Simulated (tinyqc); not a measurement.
UKS/LDA (VWN5) in the sto-3g basis, for OH+, spin multiplicity 3, step by step. One step of it, computed by the program tinyqc.

Task: Iteration 2: DIIS coefficients. Solve [B -1; -1 0][c; lambda] = [0; -1] for the coefficients, which sum to one.

B (overlaps of the stored error matrices):
```
                1               2
1   6.5375023e-02  -1.8782351e-02
2  -1.8782351e-02   3.3791752e-02
```

Give: DIIS coefficients.

Result:

DIIS coefficients: 0.3845  0.6155
